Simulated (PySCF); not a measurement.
# Field gradients at the hydrogen positions

Species: C3H11P3.
SMILES with atom numbers: `[CH3:1][P:2]([PH2:3])[CH2:4][CH2:5][PH2:6]` (hydrogens: H7, H8, H9 on C1; H10, H11 on P3; H12, H13 on C4; H14, H15 on C5; H16, H17 on P6)

Geometry (GFN2-xTB, Å), atoms numbered from 1 in this order:
```xyz
17
C3H11P3 angstrom
C     -1.5980    1.3293   -0.4299
P     -1.1218   -0.4548   -0.6002
P     -2.3222   -1.2280    1.0429
C      0.5001   -0.4160    0.3320
C      1.6006    0.2336   -0.4920
P      3.2683    0.2131    0.3335
H     -2.6493    1.4352   -0.6941
H     -1.0109    1.9262   -1.1257
H     -1.4422    1.6867    0.5873
H     -1.9833   -2.5489    0.7636
H     -3.4708   -1.3011    0.2592
H      0.7650   -1.4552    0.5551
H      0.3655    0.1098    1.2832
H      1.3622    1.2806   -0.7018
H      1.7062   -0.2733   -1.4562
H      3.2226   -1.1340    0.6941
H      2.8011    0.6090    1.5876
```

Level: PBE0/pcSseg-1 (PySCF, non-relativistic); Q(2H) = 0.00286 b; rigid geometry, the same for H and D, with no vibrational averaging.

Question: Rank these positions by the coupling χzz of a deuteron there, largest first.
A. H11 (P–H hydrogen)
B. H8 (methyl hydrogen)
C. H12 (methylene hydrogen)

Answer: B (213 kHz), C (201 kHz), A (137 kHz).

Question: Give the electric field gradient Vzz (the principal value of largest size), its asymmetry and the 2H coupling at each hydrogen.

Answer: 
```csv
atom,bonded to,bond length (Å),Vzz (au),η,χzz (kHz)
H7,C1,1.089,0.3146,0.02,211
H8,C1,1.089,0.3168,0.01,213
H9,C1,1.089,0.3124,0.00,210
H10,P3,1.392,0.2042,0.08,137
H11,P3,1.392,0.2038,0.08,137
H12,C4,1.095,0.2990,0.04,201
H13,C4,1.095,0.2984,0.03,201
H14,C5,1.094,0.3019,0.04,203
H15,C5,1.094,0.2997,0.03,201
H16,P6,1.395,0.1996,0.08,134
H17,P6,1.396,0.1992,0.08,134
```

Question: Average by the element that carries the hydrogen.

Answer: on C: 206 kHz over 7 positions, mean bond length 1.092 Å; on P: 136 kHz over 4 positions, mean bond length 1.394 Å.

Isolated species at its GFN2-xTB geometry (one conformer only). GFN2-xTB bond lengths can be off by several hundredths of an ångström, more for odd bonds, and the gradients follow them. A larger basis could move these couplings by a tenth or more.

These values come from a run that also computed NMR shieldings. On one thread of an x86-64 server, shared host, this took 23 s wall.
